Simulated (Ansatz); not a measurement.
In2O3 (Ia-3, No. 206), treated with PBE (plane waves, PAW; Ansatz, a quantum-chemistry and plane-wave program).

Settings: plane-wave cutoff 520 eV, 6×6×6 k mesh, Fermi–Dirac smearing 0.01 eV, scalar-relativistic PAW data made under PBE.

Computed at the level's own relaxed cell.

### Question
Predict the equilibrium lattice constant a.

### Answer

equilibrium lattice constant a: 10.288 Å

Note: the relaxation could not lower the start's symmetry, so the cell can be a saddle point above a distorted one; the volume lies 5 % above that of the published cell.

Spin–orbit coupling is not included.

Static lattice: no zero-point or thermal effects.

Cost on a shared machine: very roughly 22 core-minutes.
